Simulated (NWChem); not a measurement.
formaldehyde (CH2O) in NWChem

SMILES: O=C
```xyz
4

C      0.0000     0.0000     0.5228
O      0.0000     0.0000    -0.6733
H     -0.9444     0.0000     1.1247
H      0.9444     0.0000     1.1247
```
Charge 0, spin multiplicity 1.

All runs are NWChem calculations. Structure: optimised with PBE0/def2-SVP, a minimum by its harmonic frequencies.

Symmetry labels belong to the abelian group C2v used in the runs, with the axes of the coordinates shown.

B3LYP has NWChem's definition, with VWN1-RPA local correlation.

Task: List the lowest 4 singlet excitations that TD-B3LYP/def2-SVPD, VWN1-RPA local correlation gives, with oscillator strengths.

Result: 
```json
[
 {"state": "1", "symmetry": "a2", "energy (eV)": "4.02", "wavelength (nm)": "309", "f": "0.000"},
 {"state": "2", "symmetry": "b1", "energy (eV)": "7.14", "wavelength (nm)": "174", "f": "0.038"},
 {"state": "3", "symmetry": "b1", "energy (eV)": "8.66", "wavelength (nm)": "143", "f": "0.049"},
 {"state": "4", "symmetry": "a1", "energy (eV)": "8.73", "wavelength (nm)": "142", "f": "0.094"}
]
```
